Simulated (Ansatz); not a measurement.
Two shapes of singlet Si₂H₆.

Shape 1:

```xyz
8

Si    0.0000    0.0000    1.1427
Si    0.0000    0.0000   -1.1427
H     0.0000    1.3933    1.6610
H    -1.2066   -0.6966    1.6610
H     1.2066   -0.6966    1.6610
H     0.0000   -1.3933   -1.6610
H    -1.2066    0.6966   -1.6610
H     1.2066    0.6966   -1.6610
```

Shape 2:

```xyz
8

Si    0.0000    0.0000    1.1777
Si    0.0000    0.0000   -1.1777
H     0.0000    1.3933    1.6960
H    -1.2066   -0.6966    1.6960
H     1.2066   -0.6966    1.6960
H     0.0000   -1.3933   -1.6960
H    -1.2066    0.6966   -1.6960
H     1.2066    0.6966   -1.6960
```

Basis set: cc-pVTZ on H; cc-pV(T+d)Z on Si (spherical functions). Left uncorrelated: 10 orbitals. Charge 0, multiplicity 1.

Computed with Ansatz (development build ahead of 0.2.0); each method stands on the lowest determinant of its kind that the runs found.

Task: Which shape is lower in energy, and by how much in each method?

Result:

```
 method  E(2) − E(1) (eV)
    RHF            -0.038
RHF-MP2            -0.021
```

Shape 2 is lower.
